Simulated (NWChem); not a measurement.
**SF4 (sulfur tetrafluoride) at 6 levels**

We compute a comparison of 6 runs (B3LYP/6-311+G**, BLYP/6-311+G**, M06-2X/6-311+G**, SVWN5/6-311+G**, r2SCAN/6-311+G**, revPBE/6-311+G**) of SF4 (sulfur tetrafluoride). 

The calculation is run with NWChem 7.3.0.

### 1 The structure to begin with

SF4: 5 atoms, total charge 0, spin state singlet. SMILES: `FS(F)(F)F`. One bond was lengthened or shortened from a relaxed shape.

Bond lengths: F1–S2 1.553 Å, S2–F3 1.649 Å, S2–F4 1.649 Å, S2–F5 1.786 Å. Angles: F1–S2–F3 87.6°, F1–S2–F4 87.6°, F1–S2–F5 101.3°, F3–S2–F4 172.5°, F3–S2–F5 87.6°, F4–S2–F5 87.6°.

### 2 A single-point energy at B3LYP/6-311+G(d,p) (run 1)

File f4s.nw:

```
start f4s
title "F4S energy"
memory stack 880 mb heap 220 mb global 1100 mb

geometry units angstroms noautosym nocenter noautoz
  F    -0.611700   -0.450345    1.220825
  S     0.013500   -0.579745   -0.194975
  F     1.486200   -0.684345    0.539425
  F    -1.490600   -0.299645   -0.810175
  F     0.400600    1.124600   -0.563100
end

basis spherical bse
  * library 6-311+G**
end

dft
  xc b3lyp
  grid fine
  convergence energy 1e-08
  iterations 100
  mulliken
  print low
end

task dft
```

On the command line:

```console
$ nwchem f4s.nw > f4s.out
```

The program printed:

```text
[...]
 d= 0,ls=0.0,diis     1   -797.3274739922 -1.09D+03  2.32D-02  3.24D+00     1.4
[...]
 d= 0,ls=0.0,diis    12   -797.6065534437 -1.69D-09  3.42D-07  6.19D-09    13.5
         Total DFT energy =     -797.606553443697
      One electron energy =    -1679.086532829011
           Coulomb energy =      660.619675299511
    Exchange-Corr. energy =      -67.550144037247
 Nuclear repulsion energy =      288.410448123050
[...]
      Total Density - Mulliken Population Analysis
     ---------------------------------------------
    Atom       Charge   Shell Charges
 -----------   ------   -------------------------------------------------------
    1 F    9     9.16   1.08  0.92  1.18  1.10  2.34  0.90  1.68 -0.08  0.03  0.01
    2 S   16    15.23   0.78  1.19  0.94  1.05  1.26  0.81  1.85  4.02  0.85  1.68  0.33  0.06  0.02  0.39
    3 F    9     9.17   1.08  0.92  1.18  1.09  2.33  0.93  1.78 -0.18  0.04  0.00
    4 F    9     9.17   1.08  0.92  1.18  1.09  2.33  0.93  1.78 -0.18  0.04  0.00
    5 F    9     9.27   1.08  0.92  1.16  1.10  2.28  0.92  1.79 -0.07  0.09  0.00
[...]
```

Run time: 14 s. Hardware: 1 thread of AMD EPYC 9R45 (Zen 5), shared host; peak memory 0.11 GiB.

### 3 A single-point energy at BLYP/6-311+G(d,p) (run 2)

File run.py:

```python
from ase import Atoms
from ase.calculators.nwchem import NWChem

mol = Atoms('FSFFF', positions=[
    [-0.611700, -0.450345, 1.220825],
    [0.013500, -0.579745, -0.194975],
    [1.486200, -0.684345, 0.539425],
    [-1.490600, -0.299645, -0.810175],
    [0.400600, 1.124600, -0.563100],
])

calc = NWChem(
    label='job',
    theory='dft',
    memory='2200 mb',
    basis='6-311+G**',
    basispar='spherical bse',
    dft={'xc': 'becke88 lyp', 'mult': '1', 'grid': 'fine', 'convergence': 'energy 1e-08', 'iterations': '100', 'mulliken': None},
    task='energy',
)
mol.calc = calc

print("Total energy (eV):", round(mol.get_potential_energy(), 6))
print("dipole (e A):", mol.get_dipole_moment().round(4))
```

On the command line:

```console
$ export ASE_NWCHEM_COMMAND="nwchem PREFIX.nwi > PREFIX.nwo"
$ python run.py
```

The program printed:

```text
Total energy (eV): -21703.637534
dipole (e A): [-0.0324 -0.3604 -0.0311]
```

The calculator wrote job.nwi:

```
title "job"

permanent_dir job

scratch_dir job

start job

geometry units angstrom nocenter noautosym noautoz
  F  -6.1170000000000002e-01 -4.5034500000000000e-01 1.2208250000000000e+00
  S  1.3500000000000000e-02 -5.7974499999999995e-01 -1.9497500000000001e-01
  F  1.4862000000000000e+00 -6.8434499999999998e-01 5.3942500000000004e-01
  F  -1.4905999999999999e+00 -2.9964499999999999e-01 -8.1017499999999998e-01
  F  4.0060000000000001e-01 1.1246000000000000e+00 -5.6310000000000004e-01
end

memory 2200 mb

basis spherical bse noprint
   * library 6-311+G**
end

dft
  xc becke88 lyp
  mult 1
  grid fine
  convergence energy 1e-08
  iterations 100
  mulliken
end

task dft energy
```

job.nwo:

```text
Northwest Computational Chemistry Package (NWChem) 7.3.0
             --------------------------------------------------------

           Job information
           ---------------

    nwchem branch   = 7.3.0
    use scalapack   = T
    input           = job.nwi
    prefix          = job.
    data base       = job/job.db
    status          = startup
    nproc           =        1

           Memory information
           ------------------

    heap     =     72089594 doubles =      550.0 Mbytes
    stack    =     72089599 doubles =      550.0 Mbytes
    global   =    144179200 doubles =     1100.0 Mbytes (distinct from heap & stack)
    total    =    288358393 doubles =     2200.0 Mbytes
    verify   = yes
    hardfail = no

[... 90 lines left out ...]
  convergence criterion.
[... 18 lines left out ...]
          Convergence on density requested:  1.00D-05
[... 20 lines left out ...]
          Convergence Information
[... 58 lines left out ...]
   convergence    iter        energy       DeltaE   RMS-Dens  Diis-err    time
[... 15 lines left out ...]
           Coulomb energy =      660.695735691303
[... 7 lines left out ...]
                       DFT Final Molecular Orbital Analysis
[... 859 lines left out ...]
 center of mass
 --------------
 x =  -0.06410540 y =  -0.42742596 z =   0.01957104

 moments of inertia (a.u.)
 ------------------
         347.280211621063          -6.702555983192         -70.188583765942
          -6.702555983192         527.648913848368          75.029555524136
         -70.188583765942          75.029555524136         492.527108943760

     Multipole analysis of the density
     ---------------------------------

     L   x y z        total         alpha         beta         nuclear
     -   - - -        -----         -----         ----         -------
     0   0 0 0     -0.000000    -26.000000    -26.000000     52.000000

     1   1 0 0     -0.061237      1.597853      1.597853     -3.256943
[... 8 lines of this table left out ...]
     2   0 0 2    -24.794999    -57.753529    -57.753529     90.712059

 Task  times  cpu:       15.1s     wall:       15.1s
 Total times  cpu:       15.1s     wall:       15.1s
```

It took 16 s on 1 thread of AMD EPYC 9R45 (Zen 5), shared host; peak memory 0.12 GiB.

Runs 3 to 5 aren't shown in full; the table further down has their settings and results.

### 4 A single-point energy at revPBE/6-311+G(d,p) (run 6)

File m1.nw:

```
echo
start m1
title "F4S energy"
memory stack 880 mb heap 220 mb global 1100 mb

geometry noautosym nocenter noautoz
  F     -0.611700    -0.450345     1.220825
  S      0.013500    -0.579745    -0.194975
  F      1.486200    -0.684345     0.539425
  F     -1.490600    -0.299645    -0.810175
  F      0.400600     1.124600    -0.563100
end

basis spherical bse
  * library 6-311+G**
end

dft
  xc revpbe cpbe96
  grid fine
  convergence energy 1e-08
  iterations 100
  mulliken
end

task dft energy
```

On the command line:

```console
$ nwchem m1.nw > m1.out
```

The program printed:

```text
[...]
          Wavefunction type:  closed shell.
          No. of atoms     :     5
          No. of electrons :    52
[...]
          Charge           :     0
          Spin multiplicity:     1
[...]
          AO basis - number of functions:   118
[...]
              XC Information
              --------------
                        RevPBE Exchange Functional  1.000
            Perdew 1991 LDA Correlation Functional  1.000 local
           PerdewBurkeErnz. Correlation Functional  1.000 non-local
[...]
 d= 0,ls=0.0,diis     1   -797.0890590942 -1.09D+03  2.96D-02  3.64D+00     1.5
[...]
 d= 0,ls=0.0,diis    13   -797.4006434581 -7.97D-09  1.07D-07  2.41D-10    15.8
         Total DFT energy =     -797.400643458051
      One electron energy =    -1679.131660067356
           Coulomb energy =      660.636720026426
    Exchange-Corr. energy =      -67.316151540172
 Nuclear repulsion energy =      288.410448123050
[...]
      Total Density - Mulliken Population Analysis
     ---------------------------------------------
    Atom       Charge   Shell Charges
 -----------   ------   -------------------------------------------------------
    1 F    9     9.11   1.08  0.91  1.17  1.11  2.34  0.90  1.65 -0.10  0.04  0.01
    2 S   16    15.42   0.78  1.19  0.94  1.04  1.25  0.88  1.85  4.02  0.85  1.78  0.33  0.08  0.03  0.40
    3 F    9     9.12   1.08  0.91  1.17  1.10  2.32  0.93  1.74 -0.19  0.05  0.00
    4 F    9     9.12   1.08  0.91  1.17  1.10  2.32  0.93  1.74 -0.19  0.05  0.00
    5 F    9     9.23   1.08  0.91  1.16  1.11  2.28  0.92  1.76 -0.08  0.10  0.00
[...]
```

Wall time 17 s (1 thread of AMD EPYC 9R45 (Zen 5), shared host); peak memory 0.11 GiB.

### 5 The series

| run | level | energy (Eh) | wall time |
| --- | --- | --- | --- |
| 1 | B3LYP/6-311+G** | -797.606553 | 14 s |
| 2 | BLYP/6-311+G** | -797.593975 | 16 s |
| 3 | M06-2X/6-311+G** | -797.427229 | 14 s |
| 4 | SVWN5/6-311+G** | -793.756538 | 13 s |
| 5 | r2SCAN/6-311+G** | -797.413649 | 17 s |
| 6 | revPBE/6-311+G** | -797.400643 | 17 s |

### 6 Outcome

| quantity | value |
| --- | --- |
| run 6: total energy | -797.40064 Eh |
| run 6: dipole moment | 1.67 D |
| run 6: HOMO energy | -8.87 eV |
| run 6: LUMO energy | -4.63 eV |
| run 6: HOMO–LUMO gap | 4.24 eV |

What this shows: Over runs 2, 3, 4, 5, 6 the dipole moment (its size) runs from 1.67 D (revPBE/6-311+G**) to 1.84 D (M06-2X/6-311+G**). Over runs 2, 3, 4, 5, 6 the HOMO–LUMO gap runs from 4.18 eV (SVWN5/6-311+G**) to 9.34 eV (M06-2X/6-311+G**). Totals of different functionals can't be ranked against each other. All runs together took 91 s, the longest 17 s.
